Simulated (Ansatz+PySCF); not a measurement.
The numbers below are computed, except where a source is named.
## Ansatz (development build ahead of 0.2.0) run

```yaml
crystal:
  periodic: [false, false, false]
  atoms:
    - { symbol: "N", position_ang: [0.0, 0.0, 0.12158] }
    - { symbol: H, position_ang: [1.49736, 0.0, -0.52687] }
    - { symbol: H, position_ang: [-0.46792, 0.81047, -0.2837] }
    - { symbol: H, position_ang: [-0.46792, -0.81047, -0.2837] }
basis:
  gaussian: { orbitals: "6-31G" }
hamiltonian:
  xc: pbe0
scf:
  omitted_lower_state_checks: [stability, starts, atomic_configurations, cluster_reference, orbital_swaps, given_window_search, neighbouring_geometries, increment]
output:
  forces: true
```

The input is written out in the form of the current development build from the run's settings.

Results

```json
{"Converged": "yes", "Total energy": "-56.35453 hartree", "Spin squared of the determinant": "0.000"}
```

Forces (eV/Å):
```tsv
atom	Fx	Fy	Fz
N1	4.103	0.000	-1.088
H2	-4.890	0.000	1.710
H3	0.393	0.542	-0.311
H4	0.393	-0.542	-0.311
```
